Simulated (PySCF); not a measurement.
**SF⁺: energy against distance**

Set-up: basis S 6-311G(d,p), F 6-311G(d,p); no relativity; PySCF 2.14. Energies in eV from S⁺ + F in their ground configurations at the same level. All curves are PBE0. state 1: ³Σ⁻ (triplet), unpaired electrons π ↑↑; state 2: Ms = 0 determinant of mixed spin (⟨S²⟩ near 1.0), unpaired electrons π ↑↓, a mixture of terms (⟨Lz²⟩ = 2.0), a second solution, started from another occupation; state 3: quintet, unpaired electrons σ ↑, π ↑↑↑, a second solution, started from another occupation.

| R (Å) | state 1 | state 2 | state 3 |
| --- | --- | --- | --- |
| 1.317 | -1.879 | -1.469 | 12.5762 |
| 1.378 | -2.736 | -2.327 | 10.2034 |
| 1.439 | -3.200 | -2.790 | 8.2532 |
| 1.485 | -3.362 | -2.951 | 7.0092 |
| 1.531 | -3.404 | -2.993 | 5.9279 |
| 1.577 | -3.357 | -2.945 | 4.9865 |
| 1.638 | -3.193 | -2.779 | 3.9198 |
| 1.715 | -2.880 | -2.461 | 2.8493 |
| 1.807 | -2.414 | -1.986 | 1.8765 |
| 1.929 | -1.736 | -1.285 | 0.9866 |

Q: Put a parabola through the three lowest points of the state 1 curve and estimate Re, k and ωe (reduced mass 11.92 u; 1 eV/Å² = 0.16022 mdyn/Å; ωe = 1302.8·√(k/μ) cm⁻¹).

A: Through R = 1.485, 1.531, 1.577 Å the second-order coefficient is 21.0 eV/Å², so Re ≈ 1.530 Å, k ≈ 6.74 mdyn/Å and ωe ≈ 980 cm⁻¹. A polynomial fit of higher order to the unrounded PBE0 energies gives Re = 1.528 Å, k = 6.90 mdyn/Å, ωe = 992 cm⁻¹; anharmonicity and rounding make the difference.

The higher-order fit for each curve: state 1: Re = 1.528 Å, ωe = 992 cm⁻¹, De = 3.40 eV; state 2: Re = 1.527 Å, ωe = 995 cm⁻¹, minimum 2.99 eV below the ground-state fragments. State 3 gave no clean fit.

For an ion De counts to the pair picked by the measured ionisation energies or electron affinities, which need not be the lowest pair at this level. The state was picked by a PBE0 search and need not be the measured ground state.
